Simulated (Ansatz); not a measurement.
**H4LiNSi: a trajectory, and a look at its input**

Aim: a trajectory from the structure below. Read the input with care, then see what the program makes of it.

Program: Ansatz 0.2.0, Gaussian basis. Level of theory: PBE0-D4/def2-SVP. These are calculated values, not measurements.

## Step 1: The structure

```
Li   -1.9558   -1.3053    0.8184
N    -0.5250   -0.8284   -0.0724
Si    0.4482    0.5677   -0.0253
H    -0.1453   -1.4669   -0.7674
H     0.5051    1.3039   -1.3040
H    -0.1806    1.4236    1.0067
H     1.8534    0.3054    0.3439
```

## Step 2: The run

run/in.yaml reads:

```yaml
crystal:
  periodic: [false, false, false]
  atoms:
    - {symbol: Li, position_ang: [-1.955800, -1.305300, 0.818440]}
    - {symbol: N, position_ang: [-0.524970, -0.828390, -0.072410]}
    - {symbol: Si, position_ang: [0.448170, 0.567670, -0.025290]}
    - {symbol: H, position_ang: [-0.145340, -1.466860, -0.767370]}
    - {symbol: H, position_ang: [0.505070, 1.303930, -1.303970]}
    - {symbol: H, position_ang: [-0.180560, 1.423560, 1.006660]}
    - {symbol: H, position_ang: [1.853430, 0.305390, 0.343940]}
basis:
  gaussian: {orbitals: def2-SVP}
hamiltonian: {xc: pbe0, dispersion: d4}
md: {n_steps: 30, timestep: 0.25, temperature: 1500, ensemble: npt_langevin, seed: 725, pressure: 1.0, initial_velocities: maxwell_boltzmann}
```

Launch:

```sh
$ ansatz run in.yaml --threads 2 --pin off --events-out ev --progress --plain --max-ram 3481MiB
```

What does the calculation give? Wanted: this run.

**Answer**, as computed:

| quantity | value |
| --- | --- |
| this run | refused |
| fault | pressure on a molecule |

**Reading.** A pressure has no meaning for a molecule without a cell.
